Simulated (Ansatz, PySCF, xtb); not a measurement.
Bonds broken one at a time in the series Al Br-SH. Gas-phase values, no solvent. One relaxed conformer stands for each flexible species; it need not be the lowest. Strings in code marks are SMILES.

Quantity: homolytic bond dissociation enthalpy at 298 K (no spin–orbit term), in kcal/mol. Enthalpy corrections at 298 K come from GFN2-xTB frequencies (xtb).

Level 1: frozen-core MP2/cc-pVTZ // r2SCAN-D4/def2-TZVP (Ansatz, a program for electronic structure)
Level 2: B3LYP/3-21G // r2SCAN-D4/def2-TZVP (PySCF)
Level 3: B3LYP/6-311+G** (LANL2DZ on Br) // r2SCAN-D4/def2-TZVP (PySCF)
Level 4: M06-2X/6-31G* // r2SCAN-D4/def2-TZVP (PySCF)

```tsv
species	level 1	level 2	level 3	level 4
Al–Br bond of `[SH][Al]([Br])[Br]` (H–S–Al–Br torsion 180°), giving `[Br]` and `[SH][Al][Br]` (H–S–Al–Br torsion 0°)	105.4	[?]	87.9	94.7
S–Al bond of `[SH][Al]([Br])[Br]` (H–S–Al–Br torsion 180°), giving `[Br][Al][Br]` and `[SH]`	93.8	[?]	82.5	[?]
Br–Al bond of `[Br][Al]([Br])[Br]`, giving `[Br]` and `[Br][Al][Br]`	103.7	[?]	85.2	92.2
S–Al bond of `[SH][Al]([SH])[Br]` (H–S–Al–Br torsion -180°, Br–Al–S–H torsion -180°), giving `[SH]` and `[SH][Al][Br]` (H–S–Al–Br torsion 0°)	93.9	78.1	83.0	87.8
```

Task: Some entries are withheld; supply them.

Result: 
- Al–Br bond of `[SH][Al]([Br])[Br]` (H–S–Al–Br torsion 180°), giving `[Br]` and `[SH][Al][Br]` (H–S–Al–Br torsion 0°), level 2: 87.2
- S–Al bond of `[SH][Al]([Br])[Br]` (H–S–Al–Br torsion 180°), giving `[Br][Al][Br]` and `[SH]`, level 2: 77.7
- S–Al bond of `[SH][Al]([Br])[Br]` (H–S–Al–Br torsion 180°), giving `[Br][Al][Br]` and `[SH]`, level 4: 87.3
- Br–Al bond of `[Br][Al]([Br])[Br]`, giving `[Br]` and `[Br][Al][Br]`, level 2: 85.3
